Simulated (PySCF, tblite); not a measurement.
Species: 1,2-dimethyl-1,2-diazetidine, C4H10N2.
Structure used (GFN2-xTB), in Å, numbered top down from 1:
```xyz
16
C4H10N2 angstrom
C     -1.6850   -0.9579   -0.0234
N     -0.5999   -0.1307    0.4419
C     -0.6998    1.3073    0.1596
C      0.7179    1.2446   -0.4010
N      0.5975   -0.2194   -0.4113
C      1.6702   -0.9618    0.2028
H     -1.9389   -0.7787   -1.0770
H     -1.4023   -2.0018    0.0989
H     -2.5562   -0.7505    0.5969
H     -0.8580    1.9057    1.0574
H     -1.4554    1.5571   -0.5923
H      0.8814    1.6625   -1.3948
H      1.4782    1.6195    0.2917
H      2.5487   -0.8763   -0.4353
H      1.9173   -0.6026    1.2110
H      1.3765   -2.0082    0.2634
```

Computed with PBE0/pcSseg-1 in PySCF (dipole) on a GFN2-xTB geometry, gas phase.

Take the most abundant isotopes and a rigid rotor. The values belong to one conformer with, in the numbering `[CH3:1][N:2]1[CH2:3][CH2:4][N:5]1[CH3:6]`, C1–N2–C3–C4 -130°, N2–C3–C4–N5 14°, C3–C4–N5–C6 -130°, C1–N2–N5–C4 134°.

Question: Give the principal moments of inertia and the rotational constants in cm⁻¹.

Answer: Ia = 98.28, Ib = 134.06, Ic = 205.02 u·Å²; 505379 MHz·u·Å²/I gives 5142, 3770 and 2465 MHz, that is A = 0.17153, B = 0.12575, C = 0.08222 cm⁻¹.

Question: What kind of rotor is it?

Answer: An asymmetric top. Ray's parameter κ = (2B − A − C)/(A − C) = -0.025; −1 is the prolate and +1 the oblate limit.

Question: Is it planar, by Δ = Ic − Ia − Ib?

Answer: Not planar: Δ = Ic − Ia − Ib = -27.31 u·Å². For a rigid frame Δ = −2 Σ m c², so Σ m c² = 13.66 u·Å² lies off the ab plane: 6.89 from hydrogen and 6.77 from heavier atoms. The atom farthest from that plane is 1.26 Å away.

Question: Give the other two planar moments, Paa and Pbb, and the rms extents of the mass along the axes.

Answer: Paa = Σ m a² = (Ib + Ic − Ia)/2 = 120.40 and Pbb = Σ m b² = (Ia + Ic − Ib)/2 = 84.62 u·Å². With the mass M = 86.08 u, the rms extents √(P/M) along a, b and c are 1.18, 0.99, 0.40 Å.

Question: List the rotational levels J(Ka,Kc) to J = 5 (cm⁻¹).

Answer: Above 0(0,0):
J = 1: 1(0,1) 0.2080, 1(1,1) 0.2538, 1(1,0) 0.2973
J = 2: 2(0,2) 0.6043, 2(1,2) 0.6262, 2(1,1) 0.7568, 2(2,1) 0.8941, 2(2,0) 0.9137
J = 3: 3(0,3) 1.1669, 3(1,3) 1.1744, 3(1,2) 1.4293, 3(2,2) 1.5180, 3(2,1) 1.5989, 3(3,1) 1.8662, 3(3,0) 1.8724
J = 4: 4(0,4) 1.8900, 4(1,4) 1.8921, 4(1,3) 2.2899, 4(2,3) 2.3339, 4(2,2) 2.5219, 4(3,2) 2.7251, 4(3,1) 2.7626, 4(4,1) 3.1765, 4(4,0) 3.1781
J = 5: 5(0,5) 2.7756, 5(1,5) 2.7761, 5(1,4) 3.3142, 5(2,4) 3.3309, 5(2,3) 3.6617, 5(3,3) 3.7920, 5(3,2) 3.9064, 5(4,2) 4.2591, 5(4,1) 4.2723, 5(5,1) 4.8283, 5(5,0) 4.8287

Question: Which types of transition are allowed, and where do some lines up to J = 4 fall?

Answer: The dipole components are |μa| = 0.00 D, |μb| = 0.77 D, |μc| = 0.00 D; the symmetry axis of this C2 structure is b, so μa and μc vanish by symmetry and there are no a-type or c-type lines. Some lines, for components of 0.1 D or more:

```
type  branch         J(Ka,Kc)    MHz  lower level (cm⁻¹)
   b       Q  2(2,0) ← 2(1,1)   4705               0.757
   b       Q  4(2,2) ← 4(1,3)   6957               2.290
   b       R  1(1,1) ← 0(0,0)   7607               0.000
   b       Q  3(3,0) ← 3(2,1)   8198               1.599
   b       Q  3(2,2) ← 3(1,3)  10302               1.174
   b       R  2(0,2) ← 1(1,1)  10509               0.254
   b       Q  4(3,2) ← 4(2,3)  11730               2.334
   b       Q  4(1,3) ← 4(0,4)  11987               1.890
   b       R  2(1,2) ← 1(0,1)  12537               0.208
   b       Q  4(2,3) ← 4(1,4)  13243               1.892
   b       Q  4(4,1) ← 4(3,2)  13531               2.725
   b       R  3(1,2) ← 2(2,1)  16045               0.894
   b       R  3(0,3) ← 2(1,2)  16211               0.626
   b       R  3(1,3) ← 2(0,2)  17090               0.604
   b       R  4(2,2) ← 3(3,1)  19659               1.866
   b       R  4(1,4) ← 3(0,3)  21742               1.167
   b       R  3(2,2) ← 2(1,1)  22822               0.757
   b       R  4(1,3) ← 3(2,2)  23140               1.518
   b       R  4(2,3) ← 3(1,2)  27118               1.429
   b       R  3(3,1) ← 2(2,0)  28554               0.914
   b       R  3(2,1) ← 2(1,2)  29163               0.626
   b       R  4(3,2) ← 3(2,1)  33762               1.599
   b       R  4(4,1) ← 3(3,0)  39095               1.872
   b       R  4(4,0) ← 3(3,1)  39331               1.866
```

Its GFN2-xTB frequencies are all real (lowest 115 cm⁻¹). These are rigid-rotor constants of the computed structure; measured ground-state constants (B0) also hold zero-point vibration. A rigid rotor knows nothing of internal rotation, which can split or shift real lines. Quadrupole hyperfine structure (14N) is left out.
